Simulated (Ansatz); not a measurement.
**CHN2 (quartet): wave-function methods side by side, cc-pVDZ**

The task here is to estimate one member of a computed series from the others.

The runs use Ansatz 0.2.0, Gaussian basis; cc-pVDZ, core rule «outside noble gas», up to 3 orbitals frozen.

The runs, in order: UHF; CCSD(T) on ROHF; CCSD(T) on UHF; BCCD(T) on ROHF; CISD; CCSDT(Q) on ROHF; CCSDT(Q) on UHF.

28 further runs of the same task are left out: 6 for a known fault of the program, 9 that didn't finish, 13 set aside as unsound or not needed.

**The system**

The geometry is a PBE0/def2-TZVP stationary point (not a proven minimum).

4 atoms, charge 0, spin multiplicity 4.

Atoms are counted from 1 here; the program's logs count them from 0.

Bond lengths: C1–N2 1.321 Å, N2–N3 1.321 Å, N2–H4 1.033 Å. Angles: C1–N2–N3 129.0°, C1–N2–H4 119.2°, N3–N2–H4 111.8°.

The first run:

Input file in.yaml:

```yaml
crystal:
  periodic: [false, false, false]
  atoms:
    - {symbol: C, position_ang: [0.000000, -0.252071, 1.248272]}
    - {symbol: N, position_ang: [0.000000, 0.334003, 0.064722]}
    - {symbol: N, position_ang: [0.000000, -0.216110, -1.136065]}
    - {symbol: H, position_ang: [0.000000, 1.365429, 0.013259]}
basis:
  gaussian: {orbitals: cc-pVDZ}
magnetization: {spin_polarized: true, initial_magnetization: 3}
hamiltonian: {xc: hf}
output: {orbitals: {seedname: orbitals}}
```

Started as:

```
> ansatz run in.yaml --threads 1 --pin off --events-out ev --progress --plain --max-ram 2393MiB
```

Among the steps run: UHF; CCSD(T) on ROHF; CCSD(T) on UHF; BCCD(T) on ROHF; CISD; CCSDT(Q) on ROHF; CCSDT(Q) on UHF.

One of the session's tables, all rows but one given; the rest of the session is left out.

It belongs to the step «Misses and costs». 

| method | from UCCSDT(Q) (kcal/mol) |
| --- | --- |
| ROHF | +260.65 |
| UHF | +249.81 |
| RMP2 | +33.88 |
| UMP2 | +33.66 |
| CISD | +34.34 |
| RCCSD | +9.68 |
| UCCSD | +9.40 |
| RCCSD(T) | +1.54 |
| UCCSD(T) | +1.54 |
| BCCD(T) | +1.46 |
| RCCSDT | ? |
| UCCSDT | +0.69 |
| RCCSDT(Q) | +0.09 |
| UCCSDT(Q) | 0 |

Q: Estimate the row for RCCSDT from the others.

As computed: from UCCSDT(Q) (kcal/mol): +0.74. In the column «from UCCSDT(Q) (kcal/mol)» it lies between UCCSDT (+0.69) and BCCD(T) (+1.46).

With the free atoms at the same levels and basis (separate runs), the atomisation energy is 10.022 eV at UCCSDT(Q), 9.978 eV at RCCSD(T), 9.973 eV at UCCSD(T), 5.761 eV at ROHF.

To keep in mind: Restricted and unrestricted rows rest on different reference determinants; where their highest levels disagree by more than a few hundredths of an eV, they describe different states and don't form one ladder.
